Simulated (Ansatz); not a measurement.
# How far each method lies from UCCSDT(Q) for [SiH3···H···NH], triplet

Geometry: a point of a hydrogen-transfer path between rigid fragments, not a stationary point.

```csv
atom,x (Å),y (Å),z (Å)
Si,-0.9406,0.0215,0.0000
H,-1.4354,1.4212,0.0000
H,-1.4354,-0.6784,1.2122
H,-1.4354,-0.6784,-1.2122
H,0.7144,0.0215,0.0000
N,1.9824,0.0215,0.0000
H,2.2515,-0.9828,0.0000
```

Basis cc-pVDZ; Ansatz 0.2.0. Correlated methods freeze the noble-gas cores, which leaves 14 electrons in 51 orbitals. R marks a restricted (for open shells ROHF) determinant, U an unrestricted one. Active spaces: pair = (4e, 4o) about the gap.

Full CI isn't at hand for all of this; UCCSDT(Q) serves as the reference, and is uncertain by about the last step of the cluster series. The frozen core follows each run's orbitals, which can shift R against U totals by a few meV.

For open shells CISD is restricted-active-space CI with the open shells as a complete middle space.

```
UHF ⟨S²⟩                          : 2.044
T1 diagnostic (RCCSD)             : 0.0251
largest doubles amplitude (RCCSD) : 0.033
T1 diagnostic (UCCSD)             : 0.0172
```

```json
{"level": "RHF", "E − E(UCCSDT(Q)) (meV)": "8587", "share of correlation (%)": "0.00", "wall time": "–"}
{"level": "UHF", "E − E(UCCSDT(Q)) (meV)": "8194", "share of correlation (%)": "4.57", "wall time": "–"}
{"level": "RMP2", "E − E(UCCSDT(Q)) (meV)": "1491", "share of correlation (%)": "82.64", "wall time": "–"}
{"level": "UMP2", "E − E(UCCSDT(Q)) (meV)": "1561", "share of correlation (%)": "81.82", "wall time": "–"}
{"level": "CISD", "E − E(UCCSDT(Q)) (meV)": "990", "share of correlation (%)": "88.47", "wall time": "8.5 s"}
{"level": "RCCSD", "E − E(UCCSDT(Q)) (meV)": "227", "share of correlation (%)": "97.36", "wall time": "–"}
{"level": "UCCSD", "E − E(UCCSDT(Q)) (meV)": "217", "share of correlation (%)": "97.47", "wall time": "–"}
{"level": "RCCSD(T)", "E − E(UCCSDT(Q)) (meV)": "43", "share of correlation (%)": "99.50", "wall time": "9 s"}
{"level": "UCCSD(T)", "E − E(UCCSDT(Q)) (meV)": "43", "share of correlation (%)": "99.49", "wall time": "8 s"}
{"level": "BCCD(T)", "E − E(UCCSDT(Q)) (meV)": "43", "share of correlation (%)": "99.50", "wall time": "3.6 s"}
{"level": "RCCSDT", "E − E(UCCSDT(Q)) (meV)": "12", "share of correlation (%)": "99.86", "wall time": "–"}
{"level": "UCCSDT", "E − E(UCCSDT(Q)) (meV)": "10", "share of correlation (%)": "99.88", "wall time": "–"}
{"level": "RCCSDT(Q)", "E − E(UCCSDT(Q)) (meV)": "1", "share of correlation (%)": "99.99", "wall time": "4.6 s (H100)"}
{"level": "CASSCF (pair space)", "E − E(UCCSDT(Q)) (meV)": "7889", "share of correlation (%)": "8.12", "wall time": "–"}
{"level": "NEVPT2 (pair space)", "E − E(UCCSDT(Q)) (meV)": "1482", "share of correlation (%)": "82.75", "wall time": "1.4 s"}
{"level": "MRCISD (pair space)", "E − E(UCCSDT(Q)) (meV)": "863", "share of correlation (%)": "89.95", "wall time": "–"}
{"level": "MRCISD+Q (pair space)", "E − E(UCCSDT(Q)) (meV)": "101", "share of correlation (%)": "98.82", "wall time": "4.9 s (H100)"}
```

The correlation energy at UCCSDT(Q), counted from RHF, is -8.587 eV. That run took 4.2 s on 2 threads of AMD EPYC 7R13 with a shared H100 80 GB, shared host.

Times hold each run's SCF and search for its determinant on a shared host, so for small cases they say little of a method's own cost; rows without a card ran on 1 thread of AMD EPYC 7R13.
